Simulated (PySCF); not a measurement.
This PySCF input (HF/cc-pV(T+d)Z) gives -330.32571 Eh with 153 basis functions.

```python
import numpy as np, basis_set_exchange as bse
from pyscf import gto, scf, dft, df

basis = {'C': gto.basis.parse(bse.get_basis('cc-pV(T+d)Z', elements=['C'], fmt='nwchem')), 'H': gto.basis.parse(bse.get_basis('cc-pV(T+d)Z', elements=['H'], fmt='nwchem')), 'Si': gto.basis.parse(bse.get_basis('cc-pV(T+d)Z', elements=['Si'], fmt='nwchem'))}
mol = gto.M(
    atom='''
    C     0.00340141   -0.00638779   -1.24205632
    Si   -0.00173623    0.00326060    0.63399891
    H     0.01183572   -1.02821844   -1.62563804
    H    -0.88242631    0.49513333   -1.63592148
    H     0.88398944    0.50792232   -1.63114986
    H    -0.01319887    1.39426270    1.14918674
    H    -1.20047879   -0.69691575    1.15669009
    H     1.20417751   -0.67950585    1.16318579
    ''',
    basis=basis,
    charge=0,
    verbose=4,
    max_memory=8640,
)
mf = scf.RHF(mol)
mf = mf.density_fit(auxbasis=df.autoaux(mol))
mf.conv_tol = 1e-9
mf.max_cycle = 100
print('smallest overlap eigenvalue', np.linalg.eigvalsh(mol.intor('int1e_ovlp'))[0])
mf.kernel()
dip = mf.dip_moment()
```

Change:
```diff
- basis = {'C': gto.basis.parse(bse.get_basis('cc-pV(T+d)Z', elements=['C'], fmt='nwchem')), 'H': gto.basis.parse(bse.get_basis('cc-pV(T+d)Z', elements=['H'], fmt='nwchem')), 'Si': gto.basis.parse(bse.get_basis('cc-pV(T+d)Z', elements=['Si'], fmt='nwchem'))}
+ basis = {'C': gto.basis.parse(bse.get_basis('6-311+G**', elements=['C'], fmt='nwchem')), 'H': gto.basis.parse(bse.get_basis('6-311+G**', elements=['H'], fmt='nwchem')), 'Si': gto.basis.parse(bse.get_basis('6-311+G**', elements=['Si'], fmt='nwchem'))}
```

### Question
What does the run give now?

### Answer
-330.31049 Eh (HF/6-311+G**, 88 functions), a change of +15.22 mEh.
